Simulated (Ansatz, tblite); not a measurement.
Spin states of the cluster MgAl₂⁻ (the lowest doublet isomer of a short search), each relaxed with PBE0-D4/def2-TZVPD in Ansatz. Electronic energies in the gas phase.

The xTB rows come from tblite. B3LYP takes the VWN-RPA correlation. HSE06 is defined as in plane-wave codes, on full-range PBE exchange. Correlated methods freeze 11 core orbitals; core or outer-core shells of Mg are correlated, in sets that lack core-valence functions. The structure comes from a short search, and lower isomers may exist.

Doublet geometry (C2v within 0.1 Å):

```
atom   x (Å)   y (Å)   z (Å)
 Al1   1.383   0.140   0.545
 Al2  -1.023  -0.478   0.976
 Mg3  -0.359   0.338  -1.521
```

Quartet geometry (C2v within 0.1 Å):

```xyz
3

Al   -0.058    1.512    0.458
Al   -1.302   -0.698    0.563
Mg    1.360   -0.814   -1.021
```

⟨S²⟩: doublet 0.78 at PBE0-D4/def2-TZVPD (pure 0.75), quartet 3.77 at PBE0-D4/def2-TZVPD (pure 3.75).

Run but left out: HF/6-31G, HF/def2-TZVPD, HF/def2-TZVPPD, r2SCANh-D4/def2-TZVPD, LC-ωPBE/def2-TZVPD, MP2/def2-TZVPD, MP2/def2-TZVPPD, CCSD/def2-TZVPPD, CCSD(T)/def2-TZVPPD (doublet: ⟨S²⟩ 1.09 to 2.06, where a pure state has 0.75).

Only these spin states were relaxed.

```tsv
level	quartet − doublet (kcal/mol)	lowest of these	remarks
GFN2-xTB	27.4	doublet	–
PBE-D4/def2-TZVPD	2.9	doublet	HOMO above zero (doublet), HOMO above zero (quartet)
r2SCAN-D4/def2-TZVPD	2.9	doublet	HOMO above zero (doublet), HOMO above zero (quartet), spin-contaminated (⟨S²⟩ 1.04) (doublet)
HSE06-D4/def2-TZVPD	1.1	doublet	HOMO above zero (doublet), HOMO above zero (quartet)
RPA@PBE/def2-TZVPD	4.5	doublet	–
```

Problem. Estimate the rows for GFN1-xTB, B3LYP-D4/6-31G, PBE0-D4/def2-TZVPD, BHLYP-D4/def2-TZVPD.

Solution. 
```json
{"level": "GFN1-xTB", "quartet − doublet (kcal/mol)": "30.3", "lowest of these": "doublet", "remarks": "–"}
{"level": "B3LYP-D4/6-31G", "quartet − doublet (kcal/mol)": "-1.5", "lowest of these": "quartet", "remarks": "HOMO above zero (doublet), HOMO above zero (quartet)"}
{"level": "PBE0-D4/def2-TZVPD", "quartet − doublet (kcal/mol)": "0.8", "lowest of these": "doublet", "remarks": "–"}
{"level": "BHLYP-D4/def2-TZVPD", "quartet − doublet (kcal/mol)": "-1.8", "lowest of these": "quartet", "remarks": "–"}
```

The xTB methods have no term that favours high spin, so they put low spin too low.
